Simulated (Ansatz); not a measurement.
# CH₆Si + NH₃: a complex and its separated parts

The complex below is one end of an elementary step. How strongly is it bound against its free parts?

Method: PBE0-D4/def2-TZVP structures, single points in def2-TZVPP, no counterpoise correction; program: Ansatz 0.2.0, Gaussian basis.

Levels: SPW92, PBE-D4, BLYP-D4, r2SCAN-D4, B97M-V, PBE0-D4, B3LYP-D4, r2SCAN0-D4, BHLYP-D4, CAM-B3LYP-D4, wB97X-V, wB97M-V, B2PLYP, PBE-QIDH, RPA on PBE, Hartree-Fock, MP2, CCSD, CCSD(T).

Cores are frozen in the correlated methods. B3LYP uses VWN-RPA correlation. B2PLYP carries no dispersion term here.

21 further runs of the same task are left out: 21 set aside as unsound or not needed.

### Step 1. Starting geometry

The complex: 12 atoms, charge 0, spin multiplicity 1.

Atoms are counted from 1 here; the program's logs count them from 0.

Bond lengths: Si1–C2 1.866 Å, Si1–H3 1.489 Å, Si1–H4 1.488 Å, Si1–H5 1.492 Å, C2–H8 1.091 Å, C2–H9 1.092 Å, C2–H10 1.092 Å, H6–N7 1.013 Å, N7–H11 1.013 Å, N7–H12 1.013 Å. Angles: C2–Si1–H3 111.7°, C2–Si1–H4 111.7°, C2–Si1–H5 110.6°, H3–Si1–H4 108.4°, H3–Si1–H5 107.1°, H4–Si1–H5 107.1°, Si1–C2–H8 108.8°, Si1–C2–H9 110.9°, Si1–C2–H10 110.9°, H8–C2–H9 109.0°, H8–C2–H10 109.0°, H9–C2–H10 108.1°, H6–N7–H11 107.2°, H6–N7–H12 107.2°, H11–N7–H12 107.0°.

Coordinates:

```xyz
12
CH9NSi
Si   -1.1021   -0.7594   -0.4363
C     0.4158   -1.5368    0.3216
H    -0.7754   -0.0154   -1.6835
H    -1.7708    0.1772    0.5077
H    -2.1015   -1.8059   -0.7989
H     1.6509    2.4257    0.5178
N     0.8044    1.9728    0.1956
H     1.1243   -0.7472    0.5769
H     0.8902   -2.2286   -0.3780
H     0.1593   -2.0916    1.2268
H     0.6703    2.2418   -0.7715
H     0.0344    2.3675    0.7218
```

Its parts: CH₆Si holds atoms 1, 2, 3, 4, 5, 8, 9, 10; NH₃ holds atoms 6, 7, 11, 12. Each part counts its atoms afresh in its own runs.

### Step 2. Relaxing CH₆Si alone

The input, relax-a/in.yaml:

```yaml
crystal:
  periodic: [false, false, false]
  atoms:
    - {symbol: Si, position_ang: [-1.102058, -0.759433, -0.436264]}
    - {symbol: C, position_ang: [0.415826, -1.536833, 0.321561]}
    - {symbol: H, position_ang: [-0.775393, -0.015436, -1.683483]}
    - {symbol: H, position_ang: [-1.770810, 0.177163, 0.507656]}
    - {symbol: H, position_ang: [-2.101463, -1.805932, -0.798853]}
    - {symbol: H, position_ang: [1.124285, -0.747197, 0.576947]}
    - {symbol: H, position_ang: [0.890240, -2.228578, -0.377972]}
    - {symbol: H, position_ang: [0.159281, -2.091582, 1.226825]}
basis:
  gaussian: {orbitals: def2-TZVP}
hamiltonian: {xc: pbe0, dispersion: d4}
relax: {f_tol: 0.005, max_steps: 200}
```

No record of the launch command was kept for these runs.

The log of the run, cut to the lines that bear on the results:

```text
Functional definition: PBE0
  name "PBE0"
  cite "Adamo & Barone, J. Chem. Phys. 110, 6158 (1999) doi:10.1063/1.478522"
  cite "Perdew, Burke & Ernzerhof, Phys. Rev. Lett. 77, 3865 (1996) doi:10.1103/PhysRevLett.77.3865"
  parent pbe
[...]
712 factors; their error is unknown
[...]
mean field -9008.32545670 eV, -331.0498544716 hartree, gradient 3.9e-5 eV, S^2 0.000000; 0 other end points of the search recorded, 0 dependent functions left out
[...]
reference -9008.32548532 eV, -331.0498555230 hartree; 13, 13 occupied and 91, 91 virtual orbitals, 712 factors
relax step   1: F+E_penalty+E_count = -9008.40977475 eV  Δ(F+E_penalty+E_count) = +0.000e0 eV  max|allowed force component| = 2.983e-1 eV/Å  Δτ_max = 0.0000 Å  (22 SCF iters, accepted)
[...]
relax step   3: F+E_penalty+E_count = -9008.41540464 eV  Δ(F+E_penalty+E_count) = -4.271e-4 eV  max|allowed force component| = 1.728e-2 eV/Å  Δτ_max = 0.0079 Å  (27 SCF iters, accepted)
[...]
relax step   4: F+E_penalty+E_count = -9008.41543286 eV  Δ(F+E_penalty+E_count) = -2.822e-5 eV  max|allowed force component| = 2.091e-3 eV/Å  Δτ_max = 0.0013 Å  (20 SCF iters, accepted)
712 factors; their error is unknown
mean field -9008.33113228 eV, -331.0500630450 hartree, gradient 8.7e-6 eV, S^2 0.000000; 1 other end points of the search recorded, 0 dependent functions left out
[...]
reference -9008.33116096 eV, -331.0500640990 hartree; 13, 13 occupied and 91, 91 virtual orbitals, 712 factors
Total energy: -9008.41546154 eV, -331.0531620883 hartree
Atom 0 at    -1.116946    -0.765387    -0.442652 Å, force    -0.000598     0.000309    -0.000299 eV/Å
Atom 1 at     0.411692    -1.528929     0.318995 Å, force     0.001574    -0.000760     0.000781 eV/Å
Atom 2 at    -0.769348    -0.012853    -1.678658 Å, force    -0.000188    -0.001140     0.001831 eV/Å
Atom 3 at    -1.764284     0.177784     0.509306 Å, force     0.001138    -0.001449    -0.001138 eV/Å
Atom 4 at    -2.107428    -1.816599    -0.801464 Å, force     0.001704     0.001288     0.000627 eV/Å
Atom 5 at     1.139566    -0.758606     0.583371 Å, force    -0.002024    -0.001297    -0.000857 eV/Å
Atom 6 at     0.888374    -2.221171    -0.378619 Å, force    -0.001556     0.001630     0.001145 eV/Å
Atom 7 at     0.158282    -2.082068     1.226138 Å, force    -0.000050     0.001418    -0.002091 eV/Å
Dipole moment:     0.141640    -0.070752     0.070573 e Å
```

Wall time 3.4 s (4 threads, shared host); peak memory 0.16 GiB.

Along the way:

| step | energy from step 1 (eV) | largest force component (eV/Å) |
| --- | --- | --- |
| 1 | 0.0000 | 0.2983 |
| 2 | -0.0052 | 0.0524 |
| 3 | -0.0056 | 0.0173 |
| 4 | -0.0057 | 0.0021 |

Close pairs (by a distance rule), those that changed most:

| bond | before (Å) | after (Å) | change (Å) |
| --- | --- | --- | --- |
| Si1–C2 | 1.866 | 1.871 | +0.005 |
| Si1–H5 | 1.492 | 1.488 | -0.004 |
| C2–H6 | 1.091 | 1.092 | +0.001 |
| Si1–H3 | 1.489 | 1.488 | -0.000 |
| Si1–H4 | 1.488 | 1.488 | -0.000 |
| C2–H7 | 1.092 | 1.092 | +0.000 |
| C2–H8 | 1.092 | 1.092 | +0.000 |

### Step 3. Relaxing NH₃ alone

The input, relax-b/in.yaml:

```yaml
crystal:
  periodic: [false, false, false]
  atoms:
    - {symbol: H, position_ang: [1.650889, 2.425738, 0.517799]}
    - {symbol: N, position_ang: [0.804420, 1.972776, 0.195603]}
    - {symbol: H, position_ang: [0.670275, 2.241797, -0.771526]}
    - {symbol: H, position_ang: [0.034404, 2.367518, 0.721806]}
basis:
  gaussian: {orbitals: def2-TZVP}
hamiltonian: {xc: pbe0, dispersion: d4}
relax: {f_tol: 0.005, max_steps: 200}
```

The log of the run, cut to the lines that bear on the results:

```text
[... 5 set-up lines as earlier in the session ...]
[...]
287 factors; their error is unknown
[...]
mean field -1537.79927988 eV, -56.5130811780 hartree, gradient 4.3e-5 eV, S^2 0.000000; 0 other end points of the search recorded, 0 dependent functions left out
[...]
reference -1537.79929617 eV, -56.5130817765 hartree; 5, 5 occupied and 44, 44 virtual orbitals, 287 factors
relax step   1: F+E_penalty+E_count = -1537.80839546 eV  Δ(F+E_penalty+E_count) = +0.000e0 eV  max|allowed force component| = 1.761e-2 eV/Å  Δτ_max = 0.0000 Å  (21 SCF iters, accepted)
[...]
relax step   2: F+E_penalty+E_count = -1537.80842123 eV  Δ(F+E_penalty+E_count) = -2.578e-5 eV  max|allowed force component| = 9.968e-3 eV/Å  Δτ_max = 0.0008 Å  (26 SCF iters, accepted)
[...]
relax step   3: F+E_penalty+E_count = -1537.80842718 eV  Δ(F+E_penalty+E_count) = -5.950e-6 eV  max|allowed force component| = 1.825e-3 eV/Å  Δτ_max = 0.0005 Å  (25 SCF iters, accepted)
287 factors; their error is unknown
[...]
mean field -1537.79931169 eV, -56.5130823469 hartree, gradient 8.6e-6 eV, S^2 0.000000; 1 other end points of the search recorded, 0 dependent functions left out
[...]
reference -1537.79932797 eV, -56.5130829451 hartree; 5, 5 occupied and 44, 44 virtual orbitals, 287 factors
Total energy: -1537.80844346 eV, -56.5134179332 hartree
Atom 0 at     1.649751     2.426017     0.517329 Å, force     0.000521     0.000648     0.000168 eV/Å
Atom 1 at     0.803840     1.972115     0.195377 Å, force     0.000135    -0.001825     0.000212 eV/Å
Atom 2 at     0.671248     2.241953    -0.771497 Å, force    -0.000074     0.000538    -0.000789 eV/Å
Atom 3 at     0.035149     2.367745     0.722473 Å, force    -0.000582     0.000639     0.000409 eV/Å
Dipole moment:    -0.017323     0.350184    -0.036861 e Å
```

It took 0.65 s on 4 threads, shared host.

Relaxation path:

| step | energy from step 1 (eV) | largest force component (eV/Å) |
| --- | --- | --- |
| 1 | 0.0000 | 0.0176 |
| 2 | 0.0000 | 0.0100 |
| 3 | 0.0000 | 0.0018 |

Distances of close pairs at the start and the end, largest changes first:

| bond | before (Å) | after (Å) | change (Å) |
| --- | --- | --- | --- |
| N2–H3 | 1.013 | 1.013 | -0.000 |
| N2–H4 | 1.013 | 1.013 | -0.000 |
| H1–N2 | 1.013 | 1.013 | -0.000 |

### Step 4. wB97M-V/def2-TZVPP

The input, parta/in.yaml:

```yaml
crystal:
  periodic: [false, false, false]
  atoms:
    - {symbol: Si, position_ang: [-1.116946, -0.765387, -0.442652]}
    - {symbol: C, position_ang: [0.411692, -1.528929, 0.318995]}
    - {symbol: H, position_ang: [-0.769348, -0.012853, -1.678658]}
    - {symbol: H, position_ang: [-1.764284, 0.177784, 0.509306]}
    - {symbol: H, position_ang: [-2.107428, -1.816599, -0.801464]}
    - {symbol: H, position_ang: [1.139566, -0.758606, 0.583371]}
    - {symbol: H, position_ang: [0.888374, -2.221171, -0.378619]}
    - {symbol: H, position_ang: [0.158282, -2.082068, 1.226138]}
basis:
  gaussian: {orbitals: def2-TZVPP}
hamiltonian: {xc: {name: wB97M-V}}
```

The input, partb/in.yaml:

```yaml
crystal:
  periodic: [false, false, false]
  atoms:
    - {symbol: H, position_ang: [1.649751, 2.426017, 0.517329]}
    - {symbol: N, position_ang: [0.803840, 1.972115, 0.195377]}
    - {symbol: H, position_ang: [0.671248, 2.241953, -0.771497]}
    - {symbol: H, position_ang: [0.035149, 2.367745, 0.722473]}
basis:
  gaussian: {orbitals: def2-TZVPP}
hamiltonian: {xc: {name: wB97M-V}}
```

Log of parta, cut to the lines that bear on the results:

```text
Functional definition: wB97M-V
  name "wB97M-V"
  cite "Mardirossian & Head-Gordon, J. Chem. Phys. 144, 214110 (2016) doi:10.1063/1.4952647"
  cite "Becke, J. Chem. Phys. 107, 8554 (1997) doi:10.1063/1.475007"
  cite "Vydrov & Van Voorhis, J. Chem. Phys. 133, 244103 (2010) doi:10.1063/1.3521275"
  # Of w^i u^j: cxij and so on, Table III.
[...]
  gx(w, u) = 1 - cx + cx01*u + cx10*w
  gss(w, u) = css00 + css04*u^4 + css10*w + css20*w^2 + css43*w^4*u^3
  gos(w, u) = cos00 + cos10*w + (cos20 + cos21*u)*w^2 + (cos60 + cos61*u)*w^6
[...]
      + integral(e_c_pw_mod_opposite_spin*gos(b97_w_opposite, b97_u_opposite)) + vv10(b, c)
825 factors; their error is unknown
217 factors; integrals over basis functions are off by at most 1.1e-5 eV
[...]
mean field -9011.51801245 eV, -331.1671787312 hartree, gradient 1.8e-5 eV, S^2 0.000000; 0 other end points of the search recorded, 0 dependent functions left out
reference -9011.51805941 eV, -331.1671804570 hartree; 13, 13 occupied and 144, 144 virtual orbitals, 825 factors
Total energy: -9011.51805941 eV, -331.1671804570 hartree
```

Log of partb, cut to the lines that bear on the results:

```text
[... 5 set-up lines as earlier in the session ...]
  # Of w^i u^j: cxij and so on, Table III.
[...]
  gx(w, u) = 1 - cx + cx01*u + cx10*w
  gss(w, u) = css00 + css04*u^4 + css10*w + css20*w^2 + css43*w^4*u^3
  gos(w, u) = cos00 + cos10*w + (cos20 + cos21*u)*w^2 + (cos60 + cos61*u)*w^6
[...]
      + integral(e_c_pw_mod_opposite_spin*gos(b97_w_opposite, b97_u_opposite)) + vv10(b, c)
332 factors; their error is unknown
93 factors; integrals over basis functions are off by at most 7.9e-6 eV
[...]
mean field -1538.84211024 eV, -56.5514044867 hartree, gradient 5.4e-5 eV, S^2 0.000000; 0 other end points of the search recorded, 0 dependent functions left out
reference -1538.84213711 eV, -56.5514054742 hartree; 5, 5 occupied and 68, 68 virtual orbitals, 332 factors
Total energy: -1538.84213711 eV, -56.5514054742 hartree
```

Times: 2.9 s (parta), 0.6 s (partb) on 4 threads, shared host; peak memory 0.33 GiB.

### Step 5. CCSD(T)/def2-TZVPP

The same edit goes into each in.yaml of step 4 (parta, partb):

```diff
-hamiltonian: {xc: {name: wB97M-V}}
+correlation: {method: ccsd_t}
```

parta printed, cut to the lines that bear on the results:

```text
Functional definition: HF
  name "HF"
  cite "Fock, Z. Phys. 61, 126 (1930) doi:10.1007/BF01340294"
[... 1 set-up line as earlier in the session ...]
[...]
873 factors; integrals over basis functions are off by at most 8.7e-4 eV
[...]
mean field -8988.50393109 eV, -330.3214268409 hartree, gradient 3.1e-6 eV, S^2 0.000000; 0 other end points of the search recorded, 0 dependent functions left out
6 core orbitals not correlated: weight in the atoms' cores, before any rotation towards them, 1.000 or more for the frozen orbitals, at most 0.000 for the correlated occupied ones
reference -8988.50393109 eV, -330.3214268409 hartree; 7, 7 occupied and 144, 144 virtual orbitals, 873 factors
second order -8.65905835 eV of doubles, -0.00000000 eV of singles
cycle   1  -9.41200566 eV  change   -7.5e-1 eV  update   6.4e-2
[...]
cycle   8  -9.72789929 eV  change   -4.8e-6 eV  update   1.1e-5
perturbative correction -0.30787696 eV, -0.0113142696 hartree
Total energy: -8998.53970735 eV, -330.6902348157 hartree
```

Log of partb, cut to the lines that bear on the results:

```text
[... 4 set-up lines as earlier in the session ...]
[...]
416 factors; integrals over basis functions are off by at most 9.6e-4 eV
[...]
mean field -1529.85257016 eV, -56.2210449822 hartree, gradient 4.1e-6 eV, S^2 0.000000; 0 other end points of the search recorded, 0 dependent functions left out
1 core orbitals not correlated: weight in the atoms' cores, before any rotation towards them, 1.000 or more for the frozen orbitals, at most 0.000 for the correlated occupied ones
reference -1529.85257016 eV, -56.2210449822 hartree; 4, 4 occupied and 68, 68 virtual orbitals, 416 factors
second order -6.38822038 eV of doubles, -0.00000000 eV of singles
cycle   1  -6.57728678 eV  change   -1.9e-1 eV  update   3.9e-2
[...]
cycle   9  -6.72916560 eV  change    3.3e-6 eV  update   2.3e-6
perturbative correction -0.20700915 eV, -0.0076074459 hartree
Total energy: -1536.78874491 eV, -56.4759447028 hartree
```

Wall times: 6 s (parta), 0.35 s (partb) on 4 threads, shared host; peak memory 1 GiB.

### Step 6. Vibrations of CH₆Si

The input, vib-parta/in.yaml:

```yaml
crystal:
  periodic: [false, false, false]
  atoms:
    - {symbol: Si, position_ang: [-1.116946, -0.765387, -0.442652]}
    - {symbol: C, position_ang: [0.411692, -1.528929, 0.318995]}
    - {symbol: H, position_ang: [-0.769348, -0.012853, -1.678658]}
    - {symbol: H, position_ang: [-1.764284, 0.177784, 0.509306]}
    - {symbol: H, position_ang: [-2.107428, -1.816599, -0.801464]}
    - {symbol: H, position_ang: [1.139566, -0.758606, 0.583371]}
    - {symbol: H, position_ang: [0.888374, -2.221171, -0.378619]}
    - {symbol: H, position_ang: [0.158282, -2.082068, 1.226138]}
basis:
  gaussian: {orbitals: def2-TZVP}
hamiltonian: {xc: pbe0, dispersion: d4}
phonons: {temperatures: {t_min: 298.15, t_max: 900, t_step: 200}}
```

The log of the run, cut to the lines that bear on the results:

```text
[... 5 set-up lines as earlier in the session ...]
[...]
712 factors; their error is unknown
[...]
mean field -9008.33113210 eV, -331.0500630386 hartree, gradient 3.8e-5 eV, S^2 0.000000; 0 other end points of the search recorded, 0 dependent functions left out
[...]
reference -9008.33116077 eV, -331.0500640923 hartree; 13, 13 occupied and 91, 91 virtual orbitals, 712 factors
[... from here to the last solve, the lines of the solves are left out (47 solves) ...]
712 factors; their error is unknown
mean field -9008.33106088 eV, -331.0500604212 hartree, gradient 1.2e-6 eV, S^2 0.000000; 0 other end points of the search recorded, 0 dependent functions left out
[...]
Atom 0 at    -1.116946    -0.765387    -0.442652 Å, force    -0.000581     0.000322    -0.000307 eV/Å
Atom 1 at     0.411692    -1.528929     0.318995 Å, force     0.001588    -0.000752     0.000755 eV/Å
Atom 2 at    -0.769348    -0.012853    -1.678658 Å, force    -0.000200    -0.001145     0.001845 eV/Å
Atom 3 at    -1.764284     0.177784     0.509306 Å, force     0.001140    -0.001451    -0.001141 eV/Å
Atom 4 at    -2.107428    -1.816599    -0.801464 Å, force     0.001701     0.001276     0.000628 eV/Å
Atom 5 at     1.139566    -0.758606     0.583371 Å, force    -0.002023    -0.001316    -0.000854 eV/Å
Atom 6 at     0.888374    -2.221171    -0.378619 Å, force    -0.001560     0.001645     0.001155 eV/Å
Atom 7 at     0.158282    -2.082068     1.226138 Å, force    -0.000065     0.001420    -0.002082 eV/Å
Dipole moment:     0.141639    -0.070753     0.070573 e Å
Vibrations: 199.11 514.84 514.85 706.74 879.74 879.76 935.83 951.92 951.93 1278.66 1452.52 1452.55 2219.13 2219.97 2219.98 3054.59 3140.40 3140.41 cm⁻¹, zero-point energy 1.655990 eV
```

Run time: 23 s. Hardware: 4 threads, shared host; peak memory 0.16 GiB.

The modes, with what each moves most:

| mode | wavenumber (cm⁻¹) | character |
| --- | --- | --- |
| 1 | 199 | torsion |
| 2 | 515 | bend |
| 3 | 515 | bend |
| 4 | 707 | Si–C stretch |
| 5 | 880 | bend with torsion |
| 6 | 880 | bend with torsion |
| 7 | 936 | bend |
| 8 | 952 | bend with torsion |
| 9 | 952 | bend with torsion |
| 10 | 1279 | bend |
| 11 | 1453 | bend |
| 12 | 1453 | bend |
| 13 | 2219 | Si–H stretch |
| 14 | 2220 | Si–H stretch |
| 15 | 2220 | Si–H stretch |
| 16 | 3055 | C–H stretch |
| 17 | 3140 | C–H stretch |
| 18 | 3140 | C–H stretch |

Vibrational sums (real modes only):

| T (K) | entropy (J/mol/K) | heat capacity (J/mol/K) |
| --- | --- | --- |
| 298 | 18.4 | 32.7 |
| 498 | 42.2 | 61.2 |
| 698 | 66.3 | 81.7 |
| 898 | 88.8 | 96.8 |

### Step 7. Vibrations of NH₃

The input, vib-partb/in.yaml:

```yaml
crystal:
  periodic: [false, false, false]
  atoms:
    - {symbol: H, position_ang: [1.649751, 2.426017, 0.517329]}
    - {symbol: N, position_ang: [0.803840, 1.972115, 0.195377]}
    - {symbol: H, position_ang: [0.671248, 2.241953, -0.771497]}
    - {symbol: H, position_ang: [0.035149, 2.367745, 0.722473]}
basis:
  gaussian: {orbitals: def2-TZVP}
hamiltonian: {xc: pbe0, dispersion: d4}
phonons: {temperatures: {t_min: 298.15, t_max: 900, t_step: 200}}
```

The log of the run, cut to the lines that bear on the results:

```text
[... 5 set-up lines as earlier in the session ...]
[...]
287 factors; their error is unknown
[...]
mean field -1537.79931169 eV, -56.5130823466 hartree, gradient 1.4e-5 eV, S^2 0.000000; 0 other end points of the search recorded, 0 dependent functions left out
[...]
reference -1537.79932797 eV, -56.5130829449 hartree; 5, 5 occupied and 44, 44 virtual orbitals, 287 factors
[...]
287 factors; their error is unknown
[...]
mean field -1537.79919307 eV, -56.5130779877 hartree, gradient 1.4e-6 eV, S^2 0.000000; 0 other end points of the search recorded, 0 dependent functions left out
[...]
reference -1537.79920936 eV, -56.5130785862 hartree; 5, 5 occupied and 44, 44 virtual orbitals, 287 factors
[...]
reference -1537.79919889 eV, -56.5130782016 hartree; 5, 5 occupied and 44, 44 virtual orbitals, 287 factors
[...]
287 factors; their error is unknown
mean field -1537.79917947 eV, -56.5130774878 hartree, gradient 1.4e-6 eV, S^2 0.000000; 0 other end points of the search recorded, 0 dependent functions left out
[...]
reference -1537.79919575 eV, -56.5130780861 hartree; 5, 5 occupied and 44, 44 virtual orbitals, 287 factors
Total energy: -1537.80844346 eV, -56.5134179330 hartree
Atom 0 at     1.649751     2.426017     0.517329 Å, force     0.000501     0.000636     0.000160 eV/Å
Atom 1 at     0.803840     1.972115     0.195377 Å, force     0.000176    -0.001824     0.000229 eV/Å
Atom 2 at     0.671248     2.241953    -0.771497 Å, force    -0.000082     0.000543    -0.000798 eV/Å
Atom 3 at     0.035149     2.367745     0.722473 Å, force    -0.000596     0.000645     0.000409 eV/Å
Dipole moment:    -0.017322     0.350184    -0.036861 e Å
Vibrations: 1030.53 1669.51 1669.51 3502.60 3631.75 3631.78 cm⁻¹, zero-point energy 0.938293 eV
```

It took 1.6 s on 4 threads, shared host.

Wavenumbers and character of the modes:

| mode | wavenumber (cm⁻¹) | character |
| --- | --- | --- |
| 1 | 1031 | bend |
| 2 | 1670 | bend |
| 3 | 1670 | bend |
| 4 | 3503 | N–H stretch |
| 5 | 3632 | N–H stretch |
| 6 | 3632 | N–H stretch |

Vibrational sums (real modes only):

| T (K) | entropy (J/mol/K) | heat capacity (J/mol/K) |
| --- | --- | --- |
| 298 | 0.4 | 1.8 |
| 498 | 2.6 | 7.4 |
| 698 | 6.0 | 13.4 |
| 898 | 10.1 | 18.8 |

### Step 8. Complex less separated parts

The complex's own energies come from single points at the same levels. Levels not printed above were run the same way.

Rows are in def2-TZVPP; times add the 3 runs of a level on a shared host, so small differences are noise.

| method | rung | complex less parts (kJ/mol) | from CCSD(T) (kJ/mol) | time |
| --- | --- | --- | --- | --- |
| SPW92 | LDA | -18.8 | -8.6 | 1.5 s |
| PBE-D4 | GGA | -13.0 | -2.8 | 2.4 s |
| BLYP-D4 | GGA | -11.3 | -1.1 | 2.7 s |
| r2SCAN-D4 | meta-GGA | -11.2 | -1.0 | 5.1 s |
| B97M-V | meta-GGA | -12.9 | -2.7 | 10 s |
| PBE0-D4 | hybrid | -12.0 | -1.8 | 2.9 s |
| B3LYP-D4 | hybrid | -11.5 | -1.3 | 2.9 s |
| r2SCAN0-D4 | hybrid | -11.3 | -1.1 | 5.1 s |
| BHLYP-D4 | hybrid | -11.9 | -1.7 | 2.9 s |
| CAM-B3LYP-D4 | range-separated hybrid | -11.9 | -1.7 | 3.4 s |
| wB97X-V | range-separated hybrid | -11.6 | -1.4 | 9.2 s |
| wB97M-V | range-separated hybrid | -12.5 | -2.3 | 9.5 s |
| B2PLYP | double hybrid | -7.0 | +3.2 | 5.1 s |
| PBE-QIDH | double hybrid | -9.0 | +1.2 | 5.4 s |
| RPA on PBE | RPA | -8.3 | +1.9 | 5.5 s |
| Hartree-Fock | wavefunction | -1.4 | +8.8 |  |
| MP2 | wavefunction | -10.4 | -0.2 |  |
| CCSD | wavefunction | -8.9 | +1.3 |  |
| CCSD(T) | wavefunction | -10.2 | 0 | 69 s |

Among the levels timed on like hardware and quicker than the yardstick, those that no quicker one beats, quickest first: SPW92 (1.5 s, -8.6 kJ/mol); PBE-D4 (2.4 s, -2.8 kJ/mol); BLYP-D4 (2.7 s, -1.1 kJ/mol); r2SCAN-D4 (5.1 s, -1.0 kJ/mol).

r2SCAN-D4 reaches 1.0 kJ/mol from the reference in 5.1 s, where CCSD(T) took 69 s; the quickest level in the cost chart, SPW92, takes 1.5 s and misses by 8.6 kJ/mol.

The complex's zero-point energy, from a separate PBE0-D4 run, is 2.634 eV.

### Step 9. What came out

| quantity | value |
| --- | --- |
| complex less parts, CCSD(T)/def2-TZVPP | -10.2 kJ/mol |
| with zero-point energy | -6.3 kJ/mol |
| largest T1 diagnostic | 0.010 |

In words: At CCSD(T) the complex lies 10.2 kJ/mol below its parts. Among the functionals r2SCAN-D4 lands nearest to CCSD(T) (-1.0 kJ/mol) and SPW92 farthest (-8.6 kJ/mol). By rung, the mean size of the error is: LDA 8.6, GGA 1.9, meta-GGA 1.8, hybrid 1.5, range-separated hybrid 1.8, double hybrid 2.2 kJ/mol. PBE-D4 gives a relative energy 2.8 kJ/mol too low, an error of 27 % of the reference. No counterpoise was applied, and triple zeta lacks some correlation, so the CCSD(T) reference has a basis error of its own, and close matches with it are partly luck.
